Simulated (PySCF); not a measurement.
# Fluorine: a sound run and one with changed settings

Sound run: F [He] 2s2 2p5, F⁺ [He] 2s2 2p4. All numbers are calculated (PySCF 2.14, the spin-free X2C one-electron Hamiltonian (Gaussian nucleus), in x2c-TZVPall (5s3p2d1f, 31 functions)). The sound run starts from symmetry-adapted Hartree-Fock orbitals and uses a fine grid where one is needed.

Changed run: initial guess atom, at most 5 SCF cycles. This setting is unsound on purpose.

```json
{"species": "F", "method": "UHF", "sound run (hartree)": "-99.49886", "changed run (hartree)": "-99.49886", "converged": "no"}
{"species": "F", "method": "MN15", "sound run (hartree)": "-99.79781", "changed run (hartree)": "-99.79781", "converged": "no"}
{"species": "F", "method": "M06-2X", "sound run (hartree)": "-99.82369", "changed run (hartree)": "-99.82369", "converged": "no"}
{"species": "F⁺", "method": "UHF", "sound run (hartree)": "-98.92406", "changed run (hartree)": "-98.92406", "converged": "no"}
{"species": "F⁺", "method": "MN15", "sound run (hartree)": "-99.15232", "changed run (hartree)": "-99.15232", "converged": "no"}
{"species": "F⁺", "method": "M06-2X", "sound run (hartree)": "-99.18189", "changed run (hartree)": "-99.18189", "converged": "no"}
```

The SCF was stopped early; the energies are upper bounds that still move, and correlated levels were skipped or rest on poor orbitals.
